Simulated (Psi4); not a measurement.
Process, species as SMILES: FOF + H+ → F[OH+]F
B3LYP-D3(BJ)/def2-TZVP geometries, fixed; electronic energies without zero-point terms; positive where energy is released.
Largest species:
```xyz
4

F     -0.0223     1.1178    -0.2910
O      0.1853    -0.0026     0.5040
F     -0.0746    -1.1175    -0.2833
H     -0.6103     0.0182     1.1366
```
Charge +1, spin multiplicity 1.

Effect of the grid (radial, spherical points) at PBE/def2-TZVP with Psi4, against the last row, where the proton affinity is 114.85 kcal/mol. The proton sits at the site shown, which need not be the one that binds it best. Cost is core time over that of grid: 35, 110, rough, on shared machines of one kind.

| setting | grid points, largest species | largest shift of a total energy (mEh) | shift of the proton affinity (kcal/mol) | cost |
|---|---|---|---|---|
| grid: 35, 110 | 15316 | 0.144 | 0.102 | 1× |
| grid: 50, 194 | 38445 | 0.010 | 0.007 | 1× |
| grid: 75, 302 | 88138 | 0.018 | -0.018 | 2× |
| grid: 99, 590 | 227046 | 0.000 | 0.000 | 3× |
| grid: 150, 974 | 562544 | 0.000 | 0.000 | 5× |

Within 0.02 kcal/mol in the proton affinity: grid: 50, 194; grid: 75, 302; grid: 99, 590. The largest shift is 0.144 mEh in a total energy and 0.102 kcal/mol in the difference.
